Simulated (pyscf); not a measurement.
PySCF, gas phase, ωB97X-D3(BJ)/def2-SVP geometries.

Problem. What is the homolytic dissociation enthalpy (298 K, ωB97M-D3(BJ)/def2-TZVP) of the H–Sn bond of H₃C–SnH₂–GeH₃, to H₃C–SnH•–GeH₃ + H•?

Solution. H–Sn to H₃C–SnH•–GeH₃ + H•: 73.9 kcal/mol. The 7 functionals that were run give +68.9 (M06-2X) to +75.2 kcal/mol (ωB97X-D3(BJ)). Other isomers of H₃C–SnH•–GeH₃ were not searched in full and may lie lower. Elements up to Kr have no core potential and no relativistic terms here. Elements past Kr carry the def2 core potentials, without spin-orbit coupling.
